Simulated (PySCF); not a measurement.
Species, as SMILES: FCl (F-Cl).
Geometry (B3LYP-D3(BJ)/def2-TZVP, fixed):
```
F
Cl 1 1.6409
```

Basis-set convergence of the mean static polarisability at PBE0 with PySCF. All functions are spherical. Density fitting with generated auxiliary sets. No added dispersion term, no relativity. Reference: the value in aug-cc-pV(5+d)Z, 18.52 bohr³, itself unsure by roughly 0.3 % (its mean distance from aug-pcseg-3, aug-cc-pV(Q+d)Z, aug-pcseg-2). Deviations are taken from unrounded values.

```tsv
basis	functions	mean static polarisability (bohr³)
def2-SVP	32	9.84
def2-SVPD	50	17.97
pcseg-1	32	10.61
aug-pcseg-1	50	18.28
cc-pV(D+d)Z	37	9.71
aug-cc-pV(D+d)Z	55	17.12
6-311G**	44	9.38
6-311+G**	52	12.03
pcseg-2	64	11.57
aug-pcseg-2	96	18.45
def2-TZVP	68	12.96
def2-TZVPD	86	18.43
cc-pV(T+d)Z	69	13.01
aug-cc-pV(T+d)Z	101	18.16
def2-TZVPP	73	13.02
def2-TZVPPD	91	18.44
cc-pV(Q+d)Z	119	15.49
aug-cc-pV(Q+d)Z	169	18.46
pcseg-3	124	15.55
aug-pcseg-3	174	18.56
def2-QZVPP	127	15.76
def2-QZVPPD	145	18.50
cc-pV(5+d)Z	191	16.42
aug-cc-pV(5+d)Z	263	18.52
```

What the diffuse functions change, pair by pair:
- def2-SVP to def2-SVPD: 18 more functions, deviation -46.9 to -3.0 %
- pcseg-1 to aug-pcseg-1: 18 more functions, deviation -42.7 to -1.3 %
- cc-pV(D+d)Z to aug-cc-pV(D+d)Z: 18 more functions, deviation -47.6 to -7.6 %
- 6-311G** to 6-311+G**: 8 more functions, deviation -49.3 to -35.0 %
- pcseg-2 to aug-pcseg-2: 32 more functions, deviation -37.5 to -0.4 %
- def2-TZVP to def2-TZVPD: 18 more functions, deviation -30.0 to -0.5 %
- cc-pV(T+d)Z to aug-cc-pV(T+d)Z: 32 more functions, deviation -29.7 to -1.9 %
- def2-TZVPP to def2-TZVPPD: 18 more functions, deviation -29.7 to -0.5 %
- cc-pV(Q+d)Z to aug-cc-pV(Q+d)Z: 50 more functions, deviation -16.4 to -0.3 %
- pcseg-3 to aug-pcseg-3: 50 more functions, deviation -16.0 to 0.2 %
- def2-QZVPP to def2-QZVPPD: 18 more functions, deviation -14.9 to -0.1 %
- cc-pV(5+d)Z to aug-cc-pV(5+d)Z: 72 more functions, deviation -11.3 to 0.0 %

Leaving out the reference's own pair, they bring the value nearer the reference by more than 0.3 % in 11 of 11 pairs.
